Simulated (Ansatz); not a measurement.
Reaction (SMILES): CO (CH3-OH) → C atom + 4 H atom + O atom
B3LYP-D3(BJ)/def2-TZVP geometries, fixed; electronic energies without zero-point terms.

Basis-set convergence of the atomisation energy at PBE0 with Ansatz (a quantum-chemistry and plane-wave program). Cartesian d functions, on some or all atoms, in 6-31+G*, 6-31G**; all else is spherical. The program fits the integrals of some runs and decomposes those of others, by size. Open shells are unrestricted. No added dispersion term, no relativity. Functions are those of the species that has most. Reference: the value in aug-pcseg-3, 510.33 kcal/mol, itself unsure by roughly 0.24 kcal/mol (its mean distance from aug-cc-pVQZ, cc-pV5Z, def2-QZVPPD). Deviations are taken from unrounded values.

```json
[
 {"basis": "STO-3G", "functions": "14", "atomisation energy (kcal/mol)": "572.70", "minus reference (kcal/mol)": "62.36"},
 {"basis": "6-31G", "functions": "26", "atomisation energy (kcal/mol)": "484.66", "minus reference (kcal/mol)": "-25.67"},
 {"basis": "6-31+G*", "functions": "46", "atomisation energy (kcal/mol)": "503.97", "minus reference (kcal/mol)": "-6.36"},
 {"basis": "def2-SVP", "functions": "48", "atomisation energy (kcal/mol)": "509.12", "minus reference (kcal/mol)": "-1.21"},
 {"basis": "6-31G**", "functions": "50", "atomisation energy (kcal/mol)": "510.63", "minus reference (kcal/mol)": "0.30"},
 {"basis": "6-311G**", "functions": "60", "atomisation energy (kcal/mol)": "505.44", "minus reference (kcal/mol)": "-4.89"},
 {"basis": "6-311+G**", "functions": "68", "atomisation energy (kcal/mol)": "506.52", "minus reference (kcal/mol)": "-3.81"},
 {"basis": "def2-SVPD", "functions": "75", "atomisation energy (kcal/mol)": "513.93", "minus reference (kcal/mol)": "3.59"},
 {"basis": "aug-cc-pVDZ", "functions": "82", "atomisation energy (kcal/mol)": "504.11", "minus reference (kcal/mol)": "-6.22"},
 {"basis": "aug-pcseg-1", "functions": "82", "atomisation energy (kcal/mol)": "507.89", "minus reference (kcal/mol)": "-2.45"},
 {"basis": "def2-TZVP", "functions": "86", "atomisation energy (kcal/mol)": "507.69", "minus reference (kcal/mol)": "-2.65"},
 {"basis": "def2-TZVPD", "functions": "113", "atomisation energy (kcal/mol)": "508.62", "minus reference (kcal/mol)": "-1.72"},
 {"basis": "pcseg-2", "functions": "116", "atomisation energy (kcal/mol)": "509.81", "minus reference (kcal/mol)": "-0.52"},
 {"basis": "def2-TZVPP", "functions": "118", "atomisation energy (kcal/mol)": "509.32", "minus reference (kcal/mol)": "-1.01"},
 {"basis": "jun-cc-pV(T+d)Z", "functions": "134", "atomisation energy (kcal/mol)": "509.54", "minus reference (kcal/mol)": "-0.80"},
 {"basis": "def2-TZVPPD", "functions": "145", "atomisation energy (kcal/mol)": "509.94", "minus reference (kcal/mol)": "-0.40"},
 {"basis": "aug-cc-pVTZ", "functions": "184", "atomisation energy (kcal/mol)": "509.44", "minus reference (kcal/mol)": "-0.90"},
 {"basis": "cc-pVQZ", "functions": "230", "atomisation energy (kcal/mol)": "509.96", "minus reference (kcal/mol)": "-0.38"}
]
```
